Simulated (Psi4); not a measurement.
This Psi4 input (PBE/pcseg-0) gives -329.86654 Eh with 32 basis functions.

```
memory 8100 MB

molecule {
-1 1
C    -0.00530785   -0.03292262   -1.25255471
Si    0.00176161   -0.01626018    0.52594046
H    -0.90647034    0.32687280   -1.75455355
H     0.90272032    0.29878124   -1.76148183
H     0.02469593    1.23745090    1.43148183
H    -1.20807042   -0.70031235    1.12295762
H     1.19430902   -0.73761443    1.11375772
}

set {
  basis pcseg-0
  scf_type df
}

energy('pbe')
print_variables()
```

Change:
```diff
- basis pcseg-0
+ basis 3-21g
```

Problem. What does the run give now?

Solution. -328.54769 Eh (PBE/3-21G, 32 functions), a change of +1318.85 mEh.
